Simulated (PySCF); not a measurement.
# Spin-rotation constants: SMILES c1cocn1, C3H3NO

Geometry (Å), atoms numbered from 1 in this order:
```xyz
8

C    -0.862   -0.538    0.246
C    -0.701    0.737   -0.196
O     0.626    0.941   -0.378
C     1.203   -0.222   -0.036
N     0.376   -1.137    0.342
H    -1.782   -1.062    0.501
H    -1.367    1.566   -0.418
H     2.288   -0.277   -0.111
```

Computed, not measured: PySCF 2.14.0, GIAO PW91/aug-pcSseg-1 magnetisability, rotational g tensor and spin-rotation constants, non-relativistic, gas phase. Geometry: PBE0-D3(BJ)/def2-SVP.

Problem. Give the nuclear spin-rotation constants along the inertial axes (H = +C I·J) beside the isotropic shieldings.

Solution. Rotational constants 10.1839, 9.7634, 4.9846 GHz. A star marks the isotopologue with that one atom substituted, in its own axes.
```csv
atom,isotope,Caa (kHz),Cbb (kHz),Ccc (kHz),mean (kHz),σ (ppm)
N5,14N,1.933,2.397,0.182,1.504,-31.3
H6,1H,-0.372,0.456,-0.501,-0.139,24.0
H7,1H,0.147,-0.013,-0.512,-0.126,23.5
H8,1H,-1.097,1.063,-0.456,-0.163,23.5
C1,13C*,3.741,4.136,0.942,2.940,45.3
C2,13C*,4.043,4.058,1.022,3.041,36.5
O3,17O*,-4.016,-4.262,-0.703,-2.994,-2.5
C4,13C*,3.864,4.269,1.242,3.125,26.0
```
For the geometry as given, no vibrational averaging.
